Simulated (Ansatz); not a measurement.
`C#C/C=C/F` + H₂ → `C#CC=C` + H–F  (hydrogenolysis of a C–F bond)

Computed with Ansatz on PBE0-D4/def2-TZVP structures; ΔE is electronic, products minus reactants. CBS: MP2 limit from def2 TZ/QZ plus the TZ coupled-cluster correction, frozen cores. This one scheme is used for every species. Functionals use def2-TZVPP.

```tsv
species	BLYP energy (Eh)
`C#C/C=C/F`	-254.01524
H₂	-1.16959
`C#CC=C`	-154.73385
H–F	-100.48139
```

(1) Work out ΔE.

Largest T1 diagnostic among the species: 0.013.

## Answers

(1) ΔE = (-154.73385) + (-100.48139) − (-254.01524) − (-1.16959) = -0.03041 Eh = -79.8 kJ/mol. CCSD(T)/CBS gives -102.2 kJ/mol.

Leaving LDA and LC-ωPBE aside and taking each functional with its dispersion term where it has one, the values, not all of them listed here, spread over 18.8 kJ/mol, from PBE-QIDH to BLYP-D4. LDA lies +6.1 kJ/mol from PBE without D4. From PBE to PBE0 (25 % exact exchange), in def2-TZVPP and without D4, ΔE moves by −9.2 kJ/mol. At CCSD(T), def2-SVP lies +18.4 kJ/mol from the extrapolated value and def2-TZVPP +4.3 kJ/mol.
